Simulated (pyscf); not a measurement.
This saddle point was located with ωB97X-D3(BJ)/def2-SVP in PySCF.

```xyz
9

As     0.6267     1.2877     0.1680
B     -0.8066    -0.3784    -0.2474
H     -0.0839     2.2782     1.0768
H      1.5784     0.7972     1.2442
H     -1.6460     0.1854    -0.9139
H     -0.0725    -1.1906    -0.7544
O     -1.2997    -0.8359     1.1449
H     -0.4547     0.1521     1.0916
H     -2.1642    -0.4438     1.3242
```
Charge 0, spin multiplicity 1.

Surface: singlet, charge 0. Lowest wavenumbers (cm⁻¹): 1333i, 207, 352, 378, 399.

Name the species on either side of this saddle.

`[BH2][AsH2]` + `[OH2]` ⇌ `[AsH3]` + `[BH2][OH]`, a four-centre exchange read from left to right: As–B, H–O broken and As–H, B–O formed. At CCSD(T)/def2-TZVPP + ΔMP2(QZVPP) it lies +0.49 eV from the left side and +1.71 eV from the right (each side as separated species at their lowest minima found). On the reactant side the descent ends in an adduct with a B–O contact, 0.68 eV under the separated species and 1.05 eV under the saddle at ωB97X-D3(BJ)/def2-TZVP. What is counted as formed (B–O) is already present as a longer contact in the reactant adduct; forming that adduct is a step of its own. At ωB97X-D3(BJ) the barrier from the zero used here is 0.38 eV. This is the saddle that the search found; another between the same sides may lie lower. The CCSD(T) − MP2 part came from Ansatz, without density fitting, on the same reference. The frozen core leaves the outer d or s,p core shells of the metals and heavy elements correlated in the MP2 and CC values, and def2-TZVPP describes them poorly, which can shift differences by a few kcal/mol. Elements up to Kr have no core potential and no relativistic terms here.
